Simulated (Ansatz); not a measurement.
A-type hexagonal La₂O₃, treated with PBE in Ansatz (PAW).

Run with plane-wave cutoff 520 eV, 6×6×4 k mesh (along the axes of the cell as run), scalar-relativistic PAW data made under PBE.

Computed at the level's own relaxed cell.

Q: Predict the elastic constant C66, Poisson ratio, elastic constant C33, elastic constant C11, elastic constant C12, elastic constant C13 and elastic constant C44.

A: 
elastic constant C66: 39.3 GPa
Poisson ratio: 0.355
elastic constant C33: 129 GPa
elastic constant C11: 196 GPa
elastic constant C12: 118 GPa
elastic constant C13: 77.5 GPa
elastic constant C44: 55.9 GPa

Elastic constants are with the ions relaxed.

Spin–orbit coupling is not included.

The computed numbers hold no vibrational or temperature effects.

Ansatz is an electronic-structure program.
